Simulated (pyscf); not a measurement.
**Four-centre exchange: `[GaH3]` + `[OH][SiH3]` -> `[SiH3][O][GaH2]` + `[H][H]`**

Gas phase, singlet surface, charge 0. Bonds broken: Ga1–H2, O5–H7. Bonds formed: Ga1–O5, H2–H7. PySCF, gas phase, ωB97X-D3(BJ)/def2-SVP geometries.

Transition state (Å):

```xyz
10

Ga    -1.4198    -1.4449    -0.1128
H     -0.7011    -1.1952     1.5287
H     -0.7703    -2.6946    -0.7690
H     -2.9046    -0.9728    -0.0862
O     -0.1978     0.1103    -0.1685
Si    -0.3630     1.7101    -0.6233
H     -0.3009    -0.4426     0.9716
H     -0.9022     1.7553    -2.0132
H      0.9631     2.3853    -0.5747
H     -1.3063     2.4221     0.2891
```

One imaginary mode, 1354i cm⁻¹; descent along it reached the two sides named, in the forms told below.

| bond | change | reactant side (Å) | saddle | product side |
|---|---|---|---|---|
| Ga1–H2 | breaks | 1.579 | 1.809 | 2.6 |
| O5–H7 | breaks | 0.965 | 1.271 | 2.8 |
| Ga1–O5 | forms | 2.140 | 1.979 | 1.791 |
| H2–H7 | forms | 2.9 | 1.018 | 0.762 |

Electronic energies relative to the separated reactants (kcal/mol):

| level | barrier | reaction energy | reverse barrier |
|---|---|---|---|
| ωB97X-D3(BJ)/def2-TZVP | 5.7 | -18.0 | 23.7 |
| PBE/def2-TZVP | 3.7 | -15.5 | 19.2 |
| r²SCAN/def2-TZVP | 2.5 | -17.9 | 20.4 |
| B3LYP-D3(BJ)/def2-TZVP | 6.1 | -17.2 | 23.3 |
| PBE0-D3(BJ)/def2-TZVP | 4.7 | -15.4 | 20.1 |
| M06-2X/def2-TZVP | 3.6 | -21.0 | 24.6 |
| ωB97M-D3(BJ)/def2-TZVP | 8.2 | -15.3 | 23.5 |
| HF/def2-TZVP | 21.2 | -14.2 | 35.3 |

With ωB97M-D3(BJ)/def2-TZVP energies and thermal terms (ideal gas, 1 atm, RRHO with modes under 100 cm⁻¹ raised to 100, one conformer, R ln 2 for chiral ones without a mode under 150 cm⁻¹), in kcal/mol:

| T (K) | ΔH‡ | ΔG‡ | ΔH | ΔG |
|---|---|---|---|---|
| 298 | 7.2 | 17.3 | -17.1 | -15.8 |
| 600 | 7.3 | 27.6 | -16.0 | -14.9 |
| 900 | 7.8 | 37.7 | -15.3 | -14.6 |
| 1200 | 8.5 | 47.5 | -14.7 | -14.4 |

On the reactant side the descent ends in an adduct with a Ga–O contact, 15.8 kcal/mol under the separated species and 21.5 kcal/mol under the saddle at ωB97X-D3(BJ)/def2-TZVP. What is counted as formed (Ga–O) is already present as a longer contact in the reactant adduct; forming that adduct is a step of its own. At the saddle there is also a short Ga–H contact that neither side keeps. This is the saddle that the search found; another between the same sides may lie lower. Elements up to Kr have no core potential and no relativistic terms here.
